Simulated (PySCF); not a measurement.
sulfur dioxide cation (O₂S), SMILES O=S=O (connectivity only; charge and spin as stated), charge +1, multiplicity 2. Geometry: PBE0-D3(BJ)/def2-TZVP. The spin state was assumed, not searched.

All values below come from PBE0-D3(BJ)/def2-TZVP (PySCF).

Harmonic wavenumbers (cm⁻¹): 424, 1153, 1345. Rotational constants (GHz): 96.99, 9.376, 8.550; symmetry number 2.

Problem. Work out the zero-point energy and the ideal-gas rigid-rotor harmonic-oscillator thermochemistry at 298.15 K and 1 atm.

Solution. ZPE = ½ Σ hcν = ½ × 2922 cm⁻¹ = 17.48 kJ/mol. H − E(el) = 28.23 kJ/mol. Entropy in J/(mol K): translation 160.63, rotation 83.16, vibration 3.98, spin 5.76, total 253.53. G − E(el) = -47.36 kJ/mol. Cp = 40.72 J/(mol K).
